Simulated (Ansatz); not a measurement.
CH5MgN⁺, that is MgMe(NH2) with one electron fewer. Total charge 1; doublet. Geometry B3LYP-D4/def2-TZVP, that of the neutral singlet; atoms count from 1.

```
atom   x (Å)   y (Å)   z (Å)
 Mg1  -0.183  -0.078  -0.266
  C2   0.973   0.421   1.396
  H3   2.040   0.437   1.157
  H4   0.833  -0.294   2.212
  H5   0.712   1.409   1.785
  N6  -1.236  -0.535  -1.775
  H7  -1.487  -1.467  -2.073
  H8  -1.652   0.107  -2.436
```

Q: Estimate the Mulliken populations from the PBE0/def2-TZVP orbitals of Ansatz.

A: 
| atom | charge (e) | spin (α − β) |
| --- | --- | --- |
| Mg1 | 0.87 | 0.01 |
| C2 | -0.65 | 0.19 |
| H3 | 0.20 | 0.00 |
| H4 | 0.20 | 0.00 |
| H5 | 0.20 | 0.00 |
| N6 | -0.47 | 0.84 |
| H7 | 0.31 | -0.02 |
| H8 | 0.32 | -0.02 |
Mulliken values and Mayer orders depend strongly on the basis.

Q: Where does the spin sit?

A: Summed by element: Mg 0.01, C 0.19, H -0.05, N 0.84, of 1 unpaired in all. Largest on single atoms: N6 0.84, C2 0.19, H7 -0.02.

Q: And the Mayer bond orders between bonded heavy atoms (over 0.3)?

A: Mg1–C2 0.84 (2.09 Å); Mg1–N6 0.63 (1.90 Å).
